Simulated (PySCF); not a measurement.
Species: C4H6N2.
Numbering: `[CH3:1][c:2]1[cH:3][cH:4][nH:5][n:6]1` (hydrogens: H7, H8, H9 on C1; H10 on C3; H11 on C4; H12 on N5)

The same species was optimised twice, with GFN2-xTB and with PBE0-D3(BJ)/def2-SVP (PySCF), and the same property calculations (PySCF, gas phase) were run on both structures.

```tsv
coordinate	GFN2-xTB	PBE0-D3(BJ)/def2-SVP	change
C3–C4 (Å)	1.373	1.381	+0.008
C2–N6 (Å)	1.321	1.329	+0.008
C2–C3 (Å)	1.410	1.418	+0.008
C1–C2 (Å)	1.487	1.492	+0.005
N5–N6 (Å)	1.332	1.330	-0.002
C4–N5 (Å)	1.349	1.351	+0.002
C4–N5–N6 (°)	112.2	113.5	+1.3
C2–N6–N5 (°)	106.1	105.1	-1.0
C1–C2–N6 (°)	121.9	121.1	-0.8
C3–C4–N5 (°)	106.4	105.8	-0.6
C3–C2–N6 (°)	110.3	110.8	+0.5
C1–C2–C3 (°)	127.8	128.2	+0.4
C2–C3–C4 (°)	105.0	104.8	-0.2
```

Rotational constants: A = 9116, B = 3551, C = 2596 MHz (GFN2-xTB) against A = 9002, B = 3532, C = 2577 MHz (PBE0-D3(BJ)/def2-SVP). Atoms that the bonding makes alike are paired by their places after alignment.

On the GFN2-xTB structure: lowest singlet, TDDFT (eV) 6.51 [B3LYP/def2-SVPD]; lowest triplet, Tamm–Dancoff (eV) 4.74 [B3LYP/def2-SVPD]; isotropic polarisability (au) 59.3 [B3LYP/def2-SVPD]; HOMO (eV) -6.90 [B3LYP/def2-SVPD]; LUMO (eV) 0.30 [B3LYP/def2-SVPD]; dipole (D) 1.93 [B3LYP/def2-SVPD]; HOMO (eV) -7.08 [PBE0/pcSseg-1]; LUMO (eV) 0.70 [PBE0/pcSseg-1]; dipole (D) 1.94 [PBE0/pcSseg-1]; GIAO shielding of C1 (ppm) 171.0 [PBE0/pcSseg-1]; GIAO shielding of C2 (ppm) 34.9 [PBE0/pcSseg-1]; GIAO shielding of C3 (ppm) 76.8 [PBE0/pcSseg-1]; GIAO shielding of C4 (ppm) 55.5 [PBE0/pcSseg-1]; GIAO shielding of N5 (ppm) 51.7 [PBE0/pcSseg-1]; GIAO shielding of N6 (ppm) -69.0 [PBE0/pcSseg-1].

Problem. What do these properties become on the PBE0-D3(BJ)/def2-SVP structure?

Solution. 
| property | level | on GFN2-xTB | on PBE0-D3(BJ)/def2-SVP | change |
| --- | --- | --- | --- | --- |
| lowest singlet, TDDFT (eV) | B3LYP/def2-SVPD | 6.51 | 6.44 | -0.07 |
| lowest triplet, Tamm–Dancoff (eV) | B3LYP/def2-SVPD | 4.74 | 4.61 | -0.13 |
| isotropic polarisability (au) | B3LYP/def2-SVPD | 59.3 | 60.2 | +0.9 |
| HOMO (eV) | B3LYP/def2-SVPD | -6.90 | -6.85 | +0.05 |
| LUMO (eV) | B3LYP/def2-SVPD | 0.30 | 0.19 | -0.11 |
| dipole (D) | B3LYP/def2-SVPD | 1.93 | 1.94 | +0.01 |
| energy, GFN2-xTB geometry as zero (kcal/mol) | B3LYP/def2-SVPD | 0.0 | -0.4 | -0.4 |
| HOMO (eV) | PBE0/pcSseg-1 | -7.08 | -7.02 | +0.06 |
| LUMO (eV) | PBE0/pcSseg-1 | 0.70 | 0.58 | -0.12 |
| dipole (D) | PBE0/pcSseg-1 | 1.94 | 1.93 | -0.01 |
| energy, GFN2-xTB geometry as zero (kcal/mol) | PBE0/pcSseg-1 | 0.0 | 0.1 | +0.1 |
| GIAO shielding of C1 (ppm) | PBE0/pcSseg-1 | 171.0 | 169.2 | -1.8 |
| GIAO shielding of C2 (ppm) | PBE0/pcSseg-1 | 34.9 | 33.3 | -1.6 |
| GIAO shielding of C3 (ppm) | PBE0/pcSseg-1 | 76.8 | 74.3 | -2.5 |
| GIAO shielding of C4 (ppm) | PBE0/pcSseg-1 | 55.5 | 55.0 | -0.5 |
| GIAO shielding of N5 (ppm) | PBE0/pcSseg-1 | 51.7 | 47.1 | -4.6 |
| GIAO shielding of N6 (ppm) | PBE0/pcSseg-1 | -69.0 | -70.1 | -1.1 |

The heavy atoms differ by 0.009 Å rms after alignment. Among the bonds compared C2–C3, C2–N6 and C3–C4 change most and about equally (+0.008 Å). Changes are differences of the printed values. Neither structure is proved a minimum here.
